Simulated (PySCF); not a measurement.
Published values to compare with (the computed states carry no symmetry labels, so the two lists aren't matched line by line):

| state | E (eV) | f | kind of transition | source |
| --- | --- | --- | --- | --- |
| 3A''(n→π*) | 1.16 |  | vertical absorption | [1] |
| 1A''[F](n→π*) | 1.67 | 0.000 | vertical emission from the excited-state geometry | [1] |
| 1A''(n→π*) | 1.83 |  | band maximum or as reported | [2] |
| 1A''(n→π*) | 1.96 | 0.000 | vertical absorption | [1] |
| 1A'(genuine double) | 4.73 |  | vertical absorption | [3] |
| 1A'(double) | 4.76 | 0.000 | vertical absorption | [1] |
| 3A'(π→π*) | 5.60 |  | vertical absorption | [1] |
| 1A'(n.d.) | 6.29 | 0.006 | vertical absorption | [1] |

[1] computed, theoretical best estimate (aug-cc-pVTZ, frozen core, CC3 geometry), gas; Veril, Scemama, Caffarel, Lipparini, Boggio-Pasqua, Jacquemin, Loos, WIREs Comput. Mol. Sci. 2021, 11, e1517 (QUESTDB)
[2] measured, gas; Loos, Scemama, Blondel, Garniron, Caffarel, Jacquemin (2018), arXiv:1807.02045, literature column
[3] computed, theoretical best estimate (aug-cc-pVTZ), gas; Kossoski, Boggio-Pasqua, Loos, Jacquemin, double excitations: improvement and extension (2024), arXiv:2403.19597

Species: CH3NO.
InChI=1S/CH3NO/c1-2-3/h1H3

Theory: TDDFT CAM-B3LYP/aug-cc-pVTZ, vertical, gas phase, core orbitals frozen in the response in PySCF. Geometry: PBE0-D3(BJ)/def2-TZVP; no solvent, vibrations or thermal averaging.

Computed singlets: 1.83 eV (f 0.000); 6.02 eV (f 0.006); 6.77 eV (f 0.001); 6.80 eV (f 0.070); 6.87 eV (f 0.020); 6.90 eV (f 0.023); 7.85 eV (f 0.030); 8.09 eV (f 0.018); 8.12 eV (f 0.003); 8.41 eV (f 0.126). Computed triplets (Tamm–Dancoff): 0.87, 5.42, 5.86, 5.88 eV.

Q: How does the lowest computed singlet compare with the best estimate listed for the lowest singlet (vertical absorption)?

A: 1.83 eV against 1.96 eV for 1A''(n→π*) [1]: a difference of -0.13 eV. Geometry and basis of the two calculations needn't be the same.

Q: How does the lowest computed triplet compare with the best estimate listed for the lowest triplet (vertical absorption)?

A: 0.87 eV against 1.16 eV for 3A''(n→π*) [1]: a difference of -0.29 eV. Geometry and basis of the two calculations needn't be the same.

[F] marks fluorescence, computed at the excited state's geometry. n.d. means that the source names no orbital transition; it classes the state at 6.29 eV as Rydberg. Note on [3]: supersedes the 2021 QUESTDB value where one exists.

A measured band maximum holds vibronic effects and, in solution, solvent shifts, so it needn't equal the vertical energy.

States of double-excitation character are out of reach of adiabatic linear-response TDDFT and have no counterpart, or a poor one, in the computed list.
